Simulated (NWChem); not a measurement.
**Correlation energy of H4Si**

```
Si
H 1 1.4927
H 1 1.4927 2 109.47
H 1 1.4927 2 109.47 3 -120.00
H 1 1.4927 2 109.47 3 120.00
```
Charge 0, spin multiplicity 1.

The numbers come from NWChem runs, not from measurements. All single points use one geometry, from PBE0/def2-SVP, a minimum by its harmonic frequencies.

Basis set: cc-pVTZ. Each correlation energy counts from its own Hartree-Fock reference.

The correlated methods keep 5 core orbitals frozen. The structure started from a generated list of species. Coupled-cluster values serve here as a point of comparison, not as the truth.

### Question
Order these methods by the correlation energy they give, lowest first: CCSD(T), CCSD, MP2, SCS-MP2.

### Answer
CCSD(T) (-176.9 mHa), CCSD (-173.1 mHa), SCS-MP2 (-159.3 mHa), MP2 (-143.2 mHa)
